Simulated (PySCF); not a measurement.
# Diatomics of H with the third period

CCSD(T) with triple-zeta basis sets in PySCF, for the lowest determinant that a PBE0 search found; no spin–orbit coupling. De refers to high-spin ground-configuration atoms.

```json
{"M": "Na", "basis": "x2c-TZVPPall", "reference, frozen orbitals": "RHF, 1", "state (unpaired electrons)": "singlet (closed shell)", "Re (Å)": "1.877", "ωe (cm⁻¹)": "1177", "De (eV)": "1.89"}
{"M": "Mg", "basis": "x2c-TZVPPall", "reference, frozen orbitals": "UHF, 1", "state (unpaired electrons)": "doublet (σ ↑)", "Re (Å)": "1.731", "ωe (cm⁻¹)": "1480", "De (eV)": "1.32"}
{"M": "Al", "basis": "def2-TZVPP", "reference, frozen orbitals": "RHF, 5", "state (unpaired electrons)": "singlet (closed shell)", "Re (Å)": "1.651", "ωe (cm⁻¹)": "1683", "De (eV)": "3.14"}
{"M": "Si", "basis": "def2-TZVPP", "reference, frozen orbitals": "UHF, 5", "state (unpaired electrons)": "doublet (π ↑)", "Re (Å)": "1.524", "ωe (cm⁻¹)": "2044", "De (eV)": "3.12"}
{"M": "P", "basis": "x2c-TZVPPall", "reference, frozen orbitals": "UHF, 5", "state (unpaired electrons)": "triplet (π ↑↑)", "Re (Å)": "1.425", "ωe (cm⁻¹)": "2359", "De (eV)": "3.06"}
{"M": "S", "basis": "x2c-TZVPPall", "reference, frozen orbitals": "UHF, 5", "state (unpaired electrons)": "doublet (π ↑)", "Re (Å)": "1.341", "ωe (cm⁻¹)": "2700", "De (eV)": "3.67"}
{"M": "Cl", "basis": "x2c-TZVPPall", "reference, frozen orbitals": "RHF, 5", "state (unpaired electrons)": "singlet (closed shell)", "Re (Å)": "1.273", "ωe (cm⁻¹)": "3015", "De (eV)": "4.53"}
```

**Question.** By what factor does the well depth vary along the series?

**Answer.** At CCSD(T) it runs from 1.32 eV (MgH) to 4.53 eV (HCl), a factor of 3.43.

The rows differ in basis set, which adds steps of its own.

The state changes along the series, so neighbouring rows are not always alike in their bonding.

Correlated steps freeze the inner cores (1 to 5 orbitals); shallow outer-core shells are correlated. Where the molecule has an RHF reference, its open-shell atoms are computed with UHF. States were picked by a PBE0 search and need not be the measured ground states.
